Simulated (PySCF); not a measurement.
Process, species as SMILES: F[C]Cl (closed-shell singlet) + 3 [H][H] (H2) → C (CH4) + Cl (HCl) + F (HF)
B3LYP-D3(BJ)/def2-TZVP geometries, fixed; electronic energies without zero-point terms.

Basis-set convergence of the energy of full hydrogenation at HF with PySCF. All functions are spherical. Density fitting with generated auxiliary sets. No added dispersion term, no relativity. Functions are those of the species that has most. Reference: the value in def2-QZVPPD, -128.23 kcal/mol, itself unsure by roughly 0.21 kcal/mol (its mean distance from pcseg-3, def2-QZVPP, cc-pV(Q+d)Z). Deviations are taken from unrounded values.

| basis | functions | energy of full hydrogenation (kcal/mol) | minus reference (kcal/mol) |
|---|---|---|---|
| 6-31G** | 46 | -128.27 | -0.04 |
| def2-SVP | 46 | -133.58 | -5.35 |
| pcseg-1 | 46 | -133.80 | -5.57 |
| cc-pV(D+d)Z | 51 | -130.73 | -2.50 |
| 6-311G** | 62 | -132.14 | -3.91 |
| def2-SVPD | 70 | -138.83 | -10.60 |
| aug-pcseg-1 | 73 | -131.54 | -3.31 |
| 6-311+G** | 74 | -132.44 | -4.21 |
| aug-cc-pV(D+d)Z | 78 | -133.56 | -5.33 |
| 6-311++G(2d,2p) | 89 | -132.05 | -3.81 |
| def2-TZVPD | 123 | -127.36 | 0.87 |
| 6-311++G(3df,3pd) | 125 | -128.55 | -0.32 |
| jun-cc-pV(T+d)Z | 126 | -128.70 | -0.47 |
| def2-TZVPPD | 128 | -128.90 | -0.67 |
| aug-cc-pV(T+d)Z | 147 | -128.40 | -0.17 |
| def2-QZVPP | 184 | -128.21 | 0.02 |
| pcseg-3 | 192 | -128.55 | -0.32 |
| def2-QZVPPD | 208 | -128.23 | 0.00 |
